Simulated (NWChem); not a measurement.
## Dipole moment of hydrogen cyanide (CHN)

SMILES: N#C
```xyz
3

C      0.0000     0.0000    -0.5060
N      0.0000     0.0000     0.6613
H      0.0000     0.0000    -1.5931
```
Charge 0, spin multiplicity 1.

Everything below was run with NWChem. All single points use one geometry, from PBE/def2-SVP, a minimum by its harmonic frequencies.

Basis set: Sadlej pVTZ. The CCSD dipole comes from the Λ equations, without orbital relaxation.

The correlated methods keep 2 core orbitals frozen. Coupled-cluster values serve here as a point of comparison, not as the truth.

**Question.** One of these methods gave a dipole moment of 2.94 D. Which?
(A) PBE
(B) HF
(C) BHandHLYP

**Answer.** A, PBE. The others give 3.32 (HF), 3.16 (BHandHLYP).
